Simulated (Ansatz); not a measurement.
TlBi2: experiment and calculation

**The experiment to reproduce.**

“Superconductivity in TlBi2 with a large Kadowaki-Woods ratio”, 2022, arxiv:2204.04863 reports, for a powder of TlBi2: lattice constant a 5.68 ± 0.02 Å; lattice constant c 3.37 ± 0.01 Å.

The runs below are set against these values where they give the same quantity.

Computed with Ansatz 0.2.0, DFT PBEsol, scalar-relativistic, plane waves, PAW.

Cutoff 420 eV; k points 12×12×12 on the computed 3-atom cell (Γ-centred); Gaussian smearing, width 0.10 eV; no spin polarisation.

Relaxed structure, symmetry kept:

```cif
data_structure
_symmetry_space_group_name_H-M 'P6/mmm'
_symmetry_Int_Tables_number 191
_cell_length_a 5.6264
_cell_length_b 5.6264
_cell_length_c 3.3438
_cell_angle_alpha 90.000
_cell_angle_beta 90.000
_cell_angle_gamma 120.000
_cell_volume 91.67
loop_
_atom_site_label
_atom_site_type_symbol
_atom_site_symmetry_multiplicity
_atom_site_Wyckoff_symbol
_atom_site_fract_x
_atom_site_fract_y
_atom_site_fract_z
_atom_site_occupancy
Tl1 Tl 1 a 0.00000 0.00000 0.00000 1
Bi1 Bi 2 d 0.66667 0.33333 0.50000 1
```

* Space group: P6/mmm (No. 191)
* Volume per atom: 30.56 Å³
* Formation energy from the elements' standard states (uncorrected): -0.026 eV/atom
* Kohn–Sham band gap: none (metal)
* Density of states at the Fermi level: 1.48 states/eV per cell
* Löwdin character within 0.5 eV of the Fermi level: Bi 6p 65 %, Tl 6p 23 %
* Bulk modulus: 48 GPa
* Its pressure derivative: 4.9
* Bader charges (e): Tl (1 in the cell) 0.07, Bi (2 in the cell) -0.03

Spin-orbit coupling is left out, which matters for the bands of heavy elements.

Measured lattice constant a of TlBi2: 5.68 Å (powder; the paper above). This calculation gives 5.626 Å (-0.9 %). The measured value has few digits, which limits the comparison. Measured lattice constant c of TlBi2: 3.37 Å (powder; the paper above). This calculation gives 3.344 Å (-0.8 %). The calculation is for 0 K without zero-point motion.